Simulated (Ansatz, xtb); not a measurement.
# C4H10S (SMILES CSC(C)C): methods side by side

C4H10S has 15 atoms, charge 0, and is taken as a singlet. As SMILES, `CSC(C)C`. The shape is that of a PBE0-D4/def2-TZVP optimisation. This is one conformer, not always the lowest.

| atom | x (Å) | y (Å) | z (Å) |
| --- | --- | --- | --- |
| C | -1.8692 | -0.7911 | 0.4092 |
| S | -0.4283 | -0.7315 | 1.4812 |
| C | 0.8073 | 0.1001 | 0.4363 |
| C | 1.1773 | -0.7109 | -0.7932 |
| C | 0.4175 | 1.5260 | 0.0883 |
| H | -2.2222 | 0.2054 | 0.1407 |
| H | -1.6859 | -1.3768 | -0.4925 |
| H | -2.6508 | -1.2869 | 0.9860 |
| H | 1.6707 | 0.1279 | 1.1100 |
| H | 2.0030 | -0.2325 | -1.3285 |
| H | 0.3371 | -0.7794 | -1.4888 |
| H | 1.4796 | -1.7234 | -0.5225 |
| H | 0.1783 | 2.1002 | 0.9843 |
| H | 1.2372 | 2.0255 | -0.4368 |
| H | -0.4517 | 1.5475 | -0.5738 |

Quantity: the atomisation enthalpy at 298 K, in kJ/mol. The values are calculated. The thermal term (zero-point and 298 K enthalpy, harmonic and unscaled) is that of GFN1-xTB; the spin-orbit lowering of the free atoms at 298 K, 1.9 kJ/mol by their spectra, is taken off.

**The experiment to reproduce.** CRC Handbook of Chemistry and Physics gives the atomisation enthalpy at 298 K of the gas as 5415 kJ/mol.

| level | kind | program | value (kJ/mol) | computed − measured | CPU time (all runs) |
| --- | --- | --- | --- | --- | --- |
| HF/6-31G* (spherical functions) | Hartree–Fock | Ansatz | 3981 | -1434 | 3.8 s |
| SVWN5/6-31G* (spherical functions) | LDA | Ansatz | 6195 | +780 | 6.9 s |
| revPBE/6-31G* (spherical functions) | GGA | Ansatz | 5317 | -98 | 10 s |
| r2SCAN0/6-31G* (spherical functions) | hybrid meta-GGA | Ansatz | 5361 | -54 | 25 s |
| CAM-B3LYP/6-31G* (spherical functions) | range-separated hybrid | Ansatz | 5419 | +4 | 13 s |
| HSE06/6-31G* (spherical functions) | range-separated hybrid | Ansatz | 5435 | +20 | 14 s |
| RPA@PBE0/6-31G* (spherical functions) | RPA | Ansatz | 4870 | -545 | 19 s |
| MP2/6-31G* (spherical functions) | perturbation theory | Ansatz | 4946 | -469 | 4.6 s |

Nearest: CAM-B3LYP/6-31G* (spherical functions) (+4 kJ/mol); farthest: HF/6-31G* (spherical functions) (-1434 kJ/mol). Computed less measured by kind, in kJ/mol (of the ab initio rows, those in 6-31G*): Hartree–Fock -1434; LDA +780; GGA -98; global hybrid -54; range-separated hybrid +4 to +20; RPA -545; perturbation theory -469. In a finite basis correlated wave-function methods underbind, so their errors here aren't those of the basis-set limit. In so small a basis fixed costs decide the times, and correlated methods can beat functionals. CPU times are rough (shared hosts, several kinds of processor and program).
